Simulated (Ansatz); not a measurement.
# [H···H···S], triplet: transfer scan

Starting geometry:

```csv
atom,x (Å),y (Å),z (Å)
H,0.0000,0.0000,-1.0457
H,0.0000,0.0000,-0.3007
S,0.0000,0.0000,1.3463
```

From there H2 is moved from one fragment to the other while all else, the fragments' distance too, stays fixed; atoms are numbered as listed. Energies are in kcal/mol, counted from the starting geometry at the same level. Kohn–Sham curves are unrestricted where that lies lower.

Basis cc-pVTZ; Ansatz 0.2.0. Correlated methods freeze the noble-gas cores. Prefix R: restricted or restricted open-shell reference; prefix U: unrestricted.

Full CI isn't at hand for all of this; UCCSDT(Q) serves as the reference, and is uncertain by about the last step of the cluster series.

```
distance H1-H2 (Å)  B3LYP
             0.693    1.2
             0.745    0.0
             0.783    0.2
             0.821    1.1
             0.859    2.4
             0.898    3.9
             0.936    5.5
             0.974    7.3
             1.012    9.2
```

Problem. Estimate the UCCSDT(Q) curve in cc-pVTZ from this one, knowing how B3LYP errs.

Solution. The computed UCCSDT(Q) values, in kcal/mol from the starting point, and the error of B3LYP against them:
```json
{"distance H1-H2 (Å)": "0.693", "UCCSDT(Q)": "0.6", "B3LYP less UCCSDT(Q)": "0.7"}
{"distance H1-H2 (Å)": "0.745", "UCCSDT(Q)": "0.0", "B3LYP less UCCSDT(Q)": "0.0"}
{"distance H1-H2 (Å)": "0.783", "UCCSDT(Q)": "0.7", "B3LYP less UCCSDT(Q)": "-0.5"}
{"distance H1-H2 (Å)": "0.821", "UCCSDT(Q)": "2.0", "B3LYP less UCCSDT(Q)": "-0.9"}
{"distance H1-H2 (Å)": "0.859", "UCCSDT(Q)": "3.6", "B3LYP less UCCSDT(Q)": "-1.3"}
{"distance H1-H2 (Å)": "0.898", "UCCSDT(Q)": "5.4", "B3LYP less UCCSDT(Q)": "-1.5"}
{"distance H1-H2 (Å)": "0.936", "UCCSDT(Q)": "7.2", "B3LYP less UCCSDT(Q)": "-1.6"}
{"distance H1-H2 (Å)": "0.974", "UCCSDT(Q)": "8.9", "B3LYP less UCCSDT(Q)": "-1.6"}
{"distance H1-H2 (Å)": "1.012", "UCCSDT(Q)": "10.7", "B3LYP less UCCSDT(Q)": "-1.4"}
```

The error spans 2.3 kcal/mol and is largest, -1.6 kcal/mol, at 0.936 Å.
